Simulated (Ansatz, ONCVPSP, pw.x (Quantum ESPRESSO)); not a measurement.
# pw.x on bcc Ce: one setting changed

Potential: optimised norm-conserving Vanderbilt (ONCV), ONCVPSP 4.0.1.1 (patched build), LDA (Perdew-Wang 92); core [Kr] 4d10, reference 4f1 5s2 5p6 5d1 6s2; waves: 5s+6s: rc 2.75 bohr, ncon 4, nbas 7, qcut 5.3 1/bohr, 2 projectors; 5p: rc 2.70 bohr, ncon 3, nbas 6, qcut 4.4 1/bohr, 2 projectors, debl 3.8 Ha; 5d: rc 2.75 bohr, ncon 4, nbas 7, qcut 3.4 1/bohr, 2 projectors, debl 0.7 Ha; 4f: rc 1.65 bohr, ncon 3, nbas 8, qcut 11.6 1/bohr, 2 projectors, debl 2.2 Ha; local part: polynomial inside 1.60 bohr (lpopt 5, dvloc0 2 Ha); core correction: Teter function, fcfact 3.25, rcfact 1.2.

The reference run (k-mesh 13³, cutoffs 130/520 Ry, Fermi–Dirac 0.01 Ry, mixing_beta 0.4, conv_thr 1e-9, no spin) gives -0.44 GPa at 24.022 Å³/atom, where all-electron LAPW gives -0.36 GPa. This run, with its own iteration cap, changes k-mesh points per axis to 8.

```
&control
  calculation='scf', prefix='x', pseudo_dir='./', outdir='./tmp', tstress=.true., disk_io='none'
/
&system
  ibrav=0, nat=1, ntyp=1, ecutwfc=130, ecutrho=520, nbnd=14,
  occupations='smearing', smearing='fd', degauss=0.01
/
&electrons
  conv_thr=1e-09, mixing_beta=0.4, electron_maxstep=70
/
ATOMIC_SPECIES
Ce 1.0 Ce.UPF
CELL_PARAMETERS angstrom
  -1.81767565 1.81767565 1.81767565
  1.81767565 -1.81767565 1.81767565
  1.81767565 1.81767565 -1.81767565
ATOMIC_POSITIONS crystal
Ce 0.0000 0.0000 0.0000
K_POINTS automatic
8 8 8 0 0 0
```

```bash
pw.x < Ce.scf.in > Ce.scf.out
```

How does the run end?

It converges in 12 iterations; the free energy moves by -4.9 meV/atom and the pressure by +0.32 GPa.

```
Message from routine setup:
     using ibrav=0 with symmetry is DISCOURAGED, use correct ibrav instead
     lattice parameter (alat)  =       5.9494  a.u.
     unit-cell volume          =     162.1085 (a.u.)^3
     number of electrons       =        12.00
     number of Kohn-Sham states=           14
     kinetic-energy cutoff     =     130.0000  Ry
     charge density cutoff     =     520.0000  Ry
     scf convergence threshold =      1.0E-09
     Exchange-correlation= SLA  PW   NOGX NOGC
     number of k points=    29  Fermi-Dirac smearing, width (Ry)=  0.0100
     iteration #  1     ecut=   130.00 Ry     beta= 0.40
     total energy              =     -82.07159755 Ry
     estimated scf accuracy    <       0.23294008 Ry
     iteration #  2     ecut=   130.00 Ry     beta= 0.40
     total energy              =     -82.08508765 Ry
     estimated scf accuracy    <       0.35354756 Ry
     iteration #  3     ecut=   130.00 Ry     beta= 0.40
     total energy              =     -82.13744459 Ry
     estimated scf accuracy    <       0.02473420 Ry
     iteration #  4     ecut=   130.00 Ry     beta= 0.40
     total energy              =     -82.14321195 Ry
     estimated scf accuracy    <       0.04202311 Ry
     iteration #  5     ecut=   130.00 Ry     beta= 0.40
     total energy              =     -82.14611153 Ry
     estimated scf accuracy    <       0.00102600 Ry
     iteration #  6     ecut=   130.00 Ry     beta= 0.40
     total energy              =     -82.14637065 Ry
     estimated scf accuracy    <       0.00030795 Ry
     iteration #  7     ecut=   130.00 Ry     beta= 0.40
     total energy              =     -82.14637994 Ry
     estimated scf accuracy    <       0.00005977 Ry
     iteration #  8     ecut=   130.00 Ry     beta= 0.40
     total energy              =     -82.14637358 Ry
     estimated scf accuracy    <       0.00003008 Ry
     iteration #  9     ecut=   130.00 Ry     beta= 0.40
     total energy              =     -82.14637713 Ry
     estimated scf accuracy    <       0.00000001 Ry
     iteration # 10     ecut=   130.00 Ry     beta= 0.40
     total energy              =     -82.14637718 Ry
     estimated scf accuracy    <       0.00000018 Ry
     iteration # 11     ecut=   130.00 Ry     beta= 0.40
     total energy              =     -82.14637718 Ry
     estimated scf accuracy    <       0.00000002 Ry
     iteration # 12     ecut=   130.00 Ry     beta= 0.40
     the Fermi energy is    17.0732 ev
!    total energy              =     -82.14637719 Ry
     estimated scf accuracy    <          2.7E-10 Ry
     smearing contrib. (-TS)   =      -0.01655485 Ry
     The total energy is F=E-TS. E is the sum of the following terms:
     one-electron contribution =       0.79371780 Ry
     hartree contribution      =       8.03422671 Ry
     xc contribution           =     -14.67487376 Ry
     ewald contribution        =     -76.28289309 Ry
     convergence has been achieved in  12 iterations
          total   stress  (Ry/bohr**3)                   (kbar)     P=       -1.20
     Message from routine punch:
     Nothing written, as per user request (disk_io='none')
```

The run took about 16 s on one core of a shared host (AMD EPYC 9R45 96-Core Processor, 96 threads, 376 GiB, load 55).
